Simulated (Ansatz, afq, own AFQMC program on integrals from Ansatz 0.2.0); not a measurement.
Integrals from Ansatz 0.2.0, then the random walk in our own AFQMC program (afq).

```yaml
crystal:
  periodic: [false, false, false]
  atoms:
    - {symbol: Mn, position_ang: [0.000000, 0.000000, 3.161053]}
    - {symbol: C, position_ang: [0.000000, 0.000000, -0.627947]}
    - {symbol: H, position_ang: [0.000000, 0.890458, -1.266553]}
    - {symbol: H, position_ang: [0.000000, -0.890458, -1.266552]}
basis:
  gaussian: {orbitals: def2-SVP}
magnetization: {spin_polarized: false, initial_magnetization: 5}
correlation: {method: ccsd_t, electrons: outside_noble_gas, hamiltonian_folder: ham}
```

```sh
$ ansatz run in.yaml --threads 1 --pin off --events-out ev --progress --plain --max-ram 24576MiB --backend cuda --devices 0, --max-vram 18GiB
```

afq runs on the folder ham with

```
--method phaseless --trial cisd --walkers 4000 --populations 20 --least-time 60 --time-step 0.005 --steps-per-block 50 --equilibration-blocks 40 --max-blocks 4000 --target-error 0.00043 --factor-cut 1e-05 --start spin_pure --seed 7164 --release-times 0.24,0.6,1.2,1.8,2.6 --release-step 0.04 --release-every 3 --taylor-order 6
```

Times are imaginary, in 1/Eh. The walk had a cap of 203 s. With eight or more populations the least sampling time is a fifth of least-time, and the error comes from their spread.

afq prints:

```
orbitals 45  electrons 9 4  factors 362 of 607
reference energy -1188.53995805 Eh
CCSD correlation -0.22414757 Eh in 18 cycles, weight of the determinant in the CISD state 0.8578
energy of the start -1188.764104 Eh
 block  time / (1/Eh)  mean weight  energy / Eh
     1     0.250  0.9998  -1188.761306
     2     0.500  0.9998  -1188.762399
     3     0.750  1.0004  -1188.763810
     4     1.000  0.9998  -1188.764677
     5     1.250  0.9999  -1188.765017
    10     2.500  0.9999  -1188.767644
    19     4.750  1.0000  -1188.768033
    29     7.250  1.0002  -1188.768790
    39     9.750  0.9997  -1188.770063
    49    12.250  1.0001  -1188.771012
    59    14.750  1.0002  -1188.770846
    63    15.750  0.9999  -1188.771102
    69    17.250  0.9999  -1188.769855
    79    19.750  1.0003  -1188.770538
    89    22.250  1.0003  -1188.770544
error from the spread of 20 populations
released: time / (1/Eh)  energy / Eh  error  mean overlap
  0.24  -1188.770364  0.000141  1.0001
  0.60  -1188.770476  0.000174  1.0030
  1.20  -1188.770613  0.000147  0.9949
  1.80  -1188.770900  0.000165  0.9890
  2.60  -1188.770752  0.000244  0.9863
energy -1188.770286 +/- 0.000145 Eh
(rows thinned)
```

The run passed its tests (sampling time, drift between the halves within three errors, error under three times the target), which doesn't prove that it has relaxed.

Against this walk (error 4.0 meV) on the same determinant: CCSD(T) 33.9 meV higher, CCSDT(Q) 2.0 meV lower (within the noise). The error is statistical and leaves out the bias of the constraint. Released to 2.60 1/Eh the energy moves by -13 ± 8 meV (both errors), within twice the noise.

Cautions: constraint bias not in the error; no relativity below Rb; outer-core shells of the metal frozen; lower spins were not checked; higher spins were not checked; a spin-contaminated unrestricted determinant lies lower (UHF 665 meV lower, ⟨S²⟩ 9.55); CCSDT(Q) on the UHF determinant differs (482 meV lower), perhaps since the unrestricted series falls towards higher spin.

The walk took 94 s on 1 × NVIDIA H100 80GB HBM3 with 2 threads of AMD EPYC 7R13 Processor (Zen 3), on a shared host (the card was shared). The log's last line is the phaseless energy.

CCSDT and higher add their correlation energy to the determinant of the CCSD(T) run, since their own runs factorise the integrals more tightly (a shift of under 2 meV). A walk keeps the symmetry of its determinant, which the program's search chose and which needn't be the lowest solution, so a lower state of the same spin and another symmetry isn't excluded.
